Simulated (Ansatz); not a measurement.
Two shapes of singlet CH5N.

Shape 1:

```xyz
7

C     0.0000    0.0315   -0.6953
N     0.0000    0.0705    0.7510
H     0.0000   -0.9776   -1.1599
H    -0.8819    0.5659   -1.0833
H     0.8819    0.5659   -1.0833
H    -0.8127   -0.4182    1.1206
H     0.8127   -0.4182    1.1206
```

Shape 2:

```xyz
7

C    -0.0485    0.0438   -0.6948
N    -0.0261    0.0459    0.7161
H     0.0226   -1.0219   -1.1546
H    -0.9165    0.5319   -1.0954
H     0.8374    0.5599   -1.0614
H    -0.8398   -0.4023    1.1596
H     0.8589   -0.4363    1.1266
```

Basis set: 6-31G* (spherical functions). Frozen core: 2 orbitals. Charge 0, multiplicity 1.

Computed with Ansatz (development build ahead of 0.2.0); each method stands on the lowest determinant of its kind that the runs found.

**Question.** Which shape is lower in energy, and by how much in each method?

**Answer.**

```csv
method,E(2) − E(1) (eV)
RHF,0.280
RHF-MP2,0.236
```

Shape 1 is lower.
